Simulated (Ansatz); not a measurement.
Abridged output of a molecular run in Ansatz:

```
Functional definition: HF
1730 factors; integrals over basis functions are off by at most 9.5e-4 eV
mean field evaluation 1: about -8986.9265 eV, gradient 2.5e1 eV
mean field evaluation 2: about -8986.9272 eV, gradient 2.5e1 eV
mean field evaluation 4: about -8988.7637 eV, gradient 2.4e0 eV
mean field evaluation 8: about -8988.7912 eV, gradient 3.9e-4 eV
mean field -8988.79122542 eV, -330.3319847127 hartree, gradient 1.6e-6 eV, S^2 0.000000; 0 other end points of the search recorded, 0 dependent functions left out
6 core orbitals not correlated: weight in the atoms' cores, before any rotation towards them, 1.000 or more for the frozen orbitals, at most 0.000 for the correlated occupied ones
reference -8988.79122542 eV, -330.3319847127 hartree; 7, 7 occupied and 286, 286 virtual orbitals, 1730 factors
second order -9.22260544 eV of doubles, -0.00000000 eV of singles
cycle   1  -9.85162489 eV  change   -6.3e-1 eV  update   6.4e-2
cycle   2  -10.15036826 eV  change   -3.0e-1 eV  update   2.0e-2
cycle   3  -10.17672091 eV  change   -2.6e-2 eV  update   6.3e-3
cycle   4  -10.17396505 eV  change    2.8e-3 eV  update   1.9e-3
cycle   5  -10.17387914 eV  change    8.6e-5 eV  update   5.2e-4
cycle   6  -10.17378694 eV  change    9.2e-5 eV  update   1.6e-4
cycle   7  -10.17376154 eV  change    2.5e-5 eV  update   4.4e-5
cycle   8  -10.17377565 eV  change   -1.4e-5 eV  update   1.3e-5
perturbative correction -0.34104575 eV, -0.0125332002 hartree
Total energy: -8999.30604682 eV, -330.7183972720 hartree
```

Its atoms:

Cartesian coordinates in Å:
```
C -0.8651 -0.2956 -0.3728
Si 0.7741 0.2645 0.3336
H -1.4632 -0.8004 0.3889
H -0.7129 -0.9910 -1.2012
H -1.4381 0.5563 -0.7453
H 0.5644 1.2098 1.4637
H 1.5864 0.9543 -0.7051
H 1.5543 -0.8979 0.8382
```

Question: Which basis set was used?
A. def2-SVPD
B. cc-pV(Q+d)Z
C. def2-TZVPPD
D. cc-pV(T+d)Z

Answer: B. It gives 299 functions.

Question: Write the keys of the input that set method, charge and spin (a neutral closed shell needs none for the last two).

Answer: 
```yaml
correlation: {method: ccsd_t}
```
